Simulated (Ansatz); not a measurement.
The same path of H3P + H4Si (9 atoms, charge 0, multiplicity 1) was run twice with different band settings. Lost on the way: Si1–H2, P6–H9. Made: Si1–P6, H2–H9.

Method: Ansatz 0.2.0, RKS B3LYP/def2-SVP.

Relaxed end points:

```xyz
9
Properties=species:S:1:pos:R:3
Si 0.838 -0.063 -0.337
H 1.141 -0.092 1.123
H 2.094 0.185 -1.101
H -0.138 1.027 -0.620
H 0.255 -1.372 -0.749
P -3.683 0.137 1.803
H -3.462 -0.476 0.529
H -3.574 -1.105 2.505
H -2.297 0.448 1.980
```

```xyz
9
Properties=species:S:1:pos:R:3
Si -0.616 -0.228 -0.685
H 0.548 0.500 3.494
H 0.617 0.047 0.106
H -0.710 0.762 -1.796
H -0.524 -1.600 -1.265
P -2.417 0.077 0.686
H -3.346 -0.496 -0.237
H -2.218 -1.152 1.390
H -0.158 0.777 3.441
```

Common settings: movable images 7; climbing image yes; spring 5.0 eV/Å²; optimiser quadratic models (default); start path through a guess of the saddle point; iteration limit 60; end points relaxed.

| run | force threshold |
| --- | --- |
| 1 | 0.05 eV/Å |
| 2 | 0.2 eV/Å |

(1) What does each run give, and how far can it be trusted?

Results:

(1) Run 1: converged after 39 iterations, highest image 3.098 eV above the first end. A structure lower than the last end lies on the path between it and the top, so the climb from that side starts below the end, which may itself be a saddle point or a shallow side well. Neighbouring images differ by up to 2.8 eV, so the band resolves the path poorly. A vibrational analysis at the climbing image gives one clearly imaginary mode, 1590i cm⁻¹: a first-order saddle point.
Run 2: converged after 17 iterations, highest image 3.129 eV above the first end. The threshold of 0.2 eV/Å is loose, so the images may lie well off the minimum-energy path. Neighbouring images differ by up to 2.7 eV, so the band resolves the path poorly. The order of the stationary point at the top wasn't checked.
The orbitals stay closed-shell, which can raise the energy where a bond breaks towards radicals; this wasn't checked here.
